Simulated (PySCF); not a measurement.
# Gas-phase thermal properties of ClF

Method: PySCF energies (xtb for GFN2) plus ideal-gas RRHO corrections (1 bar). Table values come from the NASA 1993 polynomials. 6-31G* has spherical d functions here. All species are closed-shell singlets. B3LYP is the form with VWN-RPA correlation. The harmonic model lacks anharmonicity and excited electronic states, which grow with temperature; levels with a mode under 35 cm⁻¹ are left out. The table's entry may be an old estimate for ClF (not checked at source).

```csv
level,point group,σ,ZPE (kJ/mol),S°298 (J/mol/K),Cp298 (J/mol/K),S°1000 (J/mol/K),H1000 − H298 (kJ/mol)
table,-,-,-,217.9,32.1,260.3,24.9
B3LYP/6-31G*,C∞v,1,4.7,218.2,32.0,260.3,24.7
GFN2-xTB,C∞v,1,4.0,218.9,32.9,261.7,25.1
HF/6-31G*,C∞v,1,5.4,217.3,31.1,258.6,24.3
PBE/def2-SVP,C∞v,1,4.4,218.5,32.3,260.8,24.8
PBE0/def2-TZVP,C∞v,1,4.9,217.6,31.7,259.4,24.6
```
σ: rotational symmetry number. Electronic degeneracy used: 1. Frequencies are unscaled.
